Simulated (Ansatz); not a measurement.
Reaction (substitution at a C–O bond): `NC(F)OCF` + CH₃SH → `CSC(N)F` + `OCF`

Program: Ansatz. Geometries: PBE0-D4/def2-TZVP. ΔE: electronic, gas phase. CBS: MP2 limit from def2 TZ/QZ plus the TZ coupled-cluster correction, frozen cores. This one scheme is used for every species. DFT in def2-TZVPP. B3LYP here is the variant with VWN-RPA as its local correlation; programs differ in this. Each species was taken in one conformer, which may not be the lowest.

`NC(F)OCF`:

Cartesian coordinates in Å:
```
N 1.789 0.325 0.556
C 0.397 0.270 0.490
F -0.199 1.543 0.428
O 0.057 -0.404 -0.670
C -1.289 -0.657 -0.830
F -1.698 -1.648 0.032
H 2.106 0.828 1.371
H 2.182 0.728 -0.285
H -0.028 -0.195 1.383
H -1.898 0.227 -0.624
H -1.420 -1.017 -1.851
```

CH₃SH:

Cartesian coordinates in Å:
```
C 0.481 0.075 0.065
S -0.979 -0.870 -0.422
H 0.586 0.982 -0.528
H 1.338 -0.569 -0.130
H 0.465 0.317 1.127
H -1.891 0.065 -0.113
```

`CSC(N)F`:

Cartesian coordinates in Å:
```
C -0.442 0.533 1.805
S -1.085 0.499 0.127
C 0.374 -0.095 -0.744
N 0.010 -0.351 -2.071
F 0.885 -1.227 -0.085
H 0.398 1.225 1.891
H -0.143 -0.462 2.128
H -1.255 0.890 2.438
H 1.179 0.642 -0.702
H 0.799 -0.606 -2.647
H -0.720 -1.047 -2.140
```

`OCF`:

Cartesian coordinates in Å:
```
O -0.998 -0.404 -0.106
C 0.326 -0.097 0.060
F 0.494 0.876 1.026
H -1.443 0.334 -0.534
H 0.793 0.293 -0.852
H 0.829 -1.001 0.407
```

| level | ΔE (kJ/mol) | difference from CCSD(T)/CBS |
| --- | --- | --- |
| PBE-D4 | -4.2 | -4.6 |
| r2SCAN-D4 | 3.2 | 2.8 |
| PBE0-D4 | 0.6 | 0.2 |
| B3LYP-D4 | 2.5 | 2.1 |
| ωB97X-V | 6.8 | 6.4 |
| ωB97M-V | 4.3 | 3.9 |
| B2PLYP | 4.7 | 4.3 |
| PBE | -2.3 | -2.7 |
| r2SCAN | 3.6 | 3.2 |
| PBE0 | 2.3 | 1.9 |
| B3LYP | 5.9 | 5.5 |
| HF/def2-TZVPP | 22.3 | 21.9 |
| MP2/def2-TZVPP | 0.3 | -0.1 |
| SCS-MP2/def2-TZVPP | 4.6 | 4.2 |
| CCSD/def2-TZVPP | 9.9 | 9.5 |
| CCSD(T)/def2-TZVPP | 7.3 | 6.9 |
| HF/def2-QZVPP | 22.0 | 21.6 |
| MP2/def2-QZVPP | -3.8 | -4.2 |
| SCS-MP2/def2-QZVPP | 0.6 | 0.2 |
| HF/CBS(def2) | 21.9 | 21.5 |
| MP2/CBS(def2) | -6.7 | -7.1 |
| CCSD/CBS(def2) | 2.9 | 2.5 |
| CCSD(T)/CBS | 0.4 | 0 |

Largest T1 diagnostic among the species: 0.012.

From PBE to PBE0 (25 % exact exchange), in def2-TZVPP and without D4, ΔE moves by +4.5 kJ/mol. In def2-TZVPP, CCSD(T) changes the Hartree–Fock value by −15.0 kJ/mol (the triples alone add −2.6 kJ/mol) and MP2 by −22.0 kJ/mol.
